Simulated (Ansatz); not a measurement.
Born–Oppenheimer molecular dynamics of CH2FSi (5 atoms, charge 0, multiplicity 2). It starts from a relaxed structure.

The calculation used UHF/def2-SVP in Ansatz 0.2.0.

```json
{
  "ensemble": "NVT, Nosé–Hoover chain",
  "time step": "0.5 fs",
  "steps asked": "500",
  "set temperature": "500 K",
  "thermostat": "time constant 20 fs, chain length 5",
  "seed": "678376"
}
```

Frames 1 fs apart, positions in Å.

Velocities at 100.0 fs (Å/ps):

```
C -6.97 -0.60 -0.71
Si 1.45 -0.38 0.96
F -0.33 1.79 -0.52
H 34.28 -12.88 -9.22
H 14.41 -2.95 0.66
```

```xyz
5
Properties=species:S:1:pos:R:3 time_fs=100.0 energy_less_start_eV=0.116 T=322
C -0.863 -0.727 -0.347
Si 0.422 0.267 0.466
F 0.600 1.755 -0.156
H -1.831 -0.437 -0.703
H 1.781 -0.351 0.438
5
Properties=species:S:1:pos:R:3 time_fs=101.0 energy_less_start_eV=0.165 T=191
C -0.870 -0.727 -0.348
Si 0.423 0.267 0.467
F 0.599 1.756 -0.156
H -1.802 -0.451 -0.714
H 1.793 -0.353 0.439
5
Properties=species:S:1:pos:R:3 time_fs=102.0 energy_less_start_eV=0.192 T=120
C -0.874 -0.727 -0.348
Si 0.425 0.266 0.468
F 0.599 1.758 -0.157
H -1.791 -0.463 -0.731
H 1.799 -0.355 0.442
5
Properties=species:S:1:pos:R:3 time_fs=103.0 energy_less_start_eV=0.154 T=213
C -0.877 -0.727 -0.347
Si 0.427 0.265 0.468
F 0.598 1.759 -0.157
H -1.804 -0.472 -0.756
H 1.799 -0.355 0.444
5
Properties=species:S:1:pos:R:3 time_fs=104.0 energy_less_start_eV=0.112 T=313
C -0.878 -0.726 -0.346
Si 0.429 0.265 0.469
F 0.598 1.760 -0.158
H -1.832 -0.481 -0.786
H 1.792 -0.353 0.448
5
Properties=species:S:1:pos:R:3 time_fs=105.0 energy_less_start_eV=0.122 T=284
C -0.878 -0.725 -0.344
Si 0.431 0.264 0.470
F 0.597 1.761 -0.158
H -1.863 -0.492 -0.815
H 1.781 -0.351 0.452
5
Properties=species:S:1:pos:R:3 time_fs=106.0 energy_less_start_eV=0.160 T=187
C -0.878 -0.723 -0.343
Si 0.433 0.263 0.470
F 0.596 1.762 -0.158
H -1.886 -0.507 -0.839
H 1.767 -0.350 0.456
5
Properties=species:S:1:pos:R:3 time_fs=107.0 energy_less_start_eV=0.177 T=142
C -0.879 -0.720 -0.343
Si 0.435 0.262 0.470
F 0.595 1.762 -0.159
H -1.893 -0.527 -0.854
H 1.753 -0.350 0.461
5
Properties=species:S:1:pos:R:3 time_fs=108.0 energy_less_start_eV=0.154 T=200
C -0.881 -0.717 -0.343
Si 0.436 0.262 0.471
F 0.594 1.762 -0.159
H -1.884 -0.551 -0.858
H 1.741 -0.352 0.465
5
Properties=species:S:1:pos:R:3 time_fs=109.0 energy_less_start_eV=0.113 T=303
C -0.884 -0.712 -0.344
Si 0.438 0.261 0.471
F 0.593 1.762 -0.159
H -1.860 -0.579 -0.852
H 1.734 -0.358 0.469
5
Properties=species:S:1:pos:R:3 time_fs=110.0 energy_less_start_eV=0.102 T=333
C -0.887 -0.707 -0.345
Si 0.439 0.261 0.471
F 0.592 1.761 -0.159
H -1.830 -0.609 -0.841
H 1.733 -0.368 0.473
5
Properties=species:S:1:pos:R:3 time_fs=111.0 energy_less_start_eV=0.132 T=258
C -0.889 -0.702 -0.346
Si 0.439 0.261 0.471
F 0.591 1.760 -0.159
H -1.805 -0.639 -0.831
H 1.737 -0.381 0.477
```

Of the whole run (250 fs, mean temperature of the second half 490 K): The conserved energy stayed within 1.1 meV per atom of its start (net change 0.42 meV per atom), so the integration is sound. A run of 0.25 ps of so small a system gives no equilibrium averages.

Run time: 13 min on 1 thread of Intel(R) Xeon(R) Platinum 8259CL CPU @ 2.50GHz (Skylake/Cascade Lake), with other jobs on the host, peak memory 0.13 GiB.
